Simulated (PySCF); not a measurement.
**HO, SMILES `[OH]` (charge 0, multiplicity 2)**

Calculation: TPSSh-D3(BJ)/def2-TZVP // PBE-D3(BJ)/def2-SVP (PySCF).

```json
{
 "highest_occupied_spin_orbital": "-8.07 eV",
 "dipole_moment": "1.75 D",
 "total_energy": "-2061.68 eV",
 "cost": "around 20 core-seconds (rough)"
}
```

Bond lengths (Å): O1–H2 0.990.
Charge 0, spin multiplicity 2.
